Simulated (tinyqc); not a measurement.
Worked calculation: MP2 on RHF in the sto-6g basis, frozen core, for CH3-, spin multiplicity 1. The basis has no diffuse functions, so it cannot describe the extra electron: this is an exercise in the method, not the real anion. One step of it, computed by the program tinyqc.

Task: Orthogonalisation. S = U s U^T; symmetric (Loewdin) form X = U s^(-1/2) U^T, so that X^T S X = 1.

overlap S, order 1C 1s, 1C 2s, 1C 2px, 1C 2py, 1C 2pz, 2H 1s, 3H 1s, 4H 1s:
```
[[1.000000, 0.243228, 0.000000, 0.000000, 0.000000, 0.053476, 0.053458, 0.053458],
 [0.243228, 1.000000, 0.000000, 0.000000, 0.000000, 0.444991, 0.444909, 0.444909],
 [0.000000, 0.000000, 1.000000, 0.000000, 0.000000, 0.437303, -0.218783, -0.218783],
 [0.000000, 0.000000, 0.000000, 1.000000, 0.000000, 0.000000, 0.378576, -0.378576],
 [0.000000, 0.000000, 0.000000, 0.000000, 1.000000, -0.022407, -0.022401, -0.022401],
 [0.053476, 0.444991, 0.437303, 0.000000, -0.022407, 1.000000, 0.114524, 0.114524],
 [0.053458, 0.444909, -0.218783, 0.378576, -0.022401, 0.114524, 1.000000, 0.114635],
 [0.053458, 0.444909, -0.218783, -0.378576, -0.022401, 0.114524, 0.114635, 1.000000]]
```

Give: eigenvalues of S; X.

Result:

eigenvalues of S: [0.3112, 0.4040, 0.4042, 0.9639, 1.0038, 1.4811, 1.4815, 1.9503]

X, order 1C 1s, 1C 2s, 1C 2px, 1C 2py, 1C 2pz, 2H 1s, 3H 1s, 4H 1s:
```
[[1.0264, -0.1554, 0.0000, 0.0000, 0.0014, 0.0218, 0.0218, 0.0218],
 [-0.1554, 1.3394, 0.0000, 0.0000, -0.0156, -0.2930, -0.2930, -0.2930],
 [0.0000, 0.0000, 1.1575, 0.0000, 0.0000, -0.3051, 0.1526, 0.1526],
 [0.0000, 0.0000, 0.0000, 1.1573, 0.0000, 0.0000, -0.2641, 0.2641],
 [0.0014, -0.0156, 0.0000, 0.0000, 1.0008, 0.0145, 0.0145, 0.0145],
 [0.0218, -0.2930, -0.3051, 0.0000, 0.0145, 1.2112, -0.0262, -0.0262],
 [0.0218, -0.2930, 0.1526, -0.2641, 0.0145, -0.0262, 1.2111, -0.0262],
 [0.0218, -0.2930, 0.1526, 0.2641, 0.0145, -0.0262, -0.0262, 1.2111]]
```
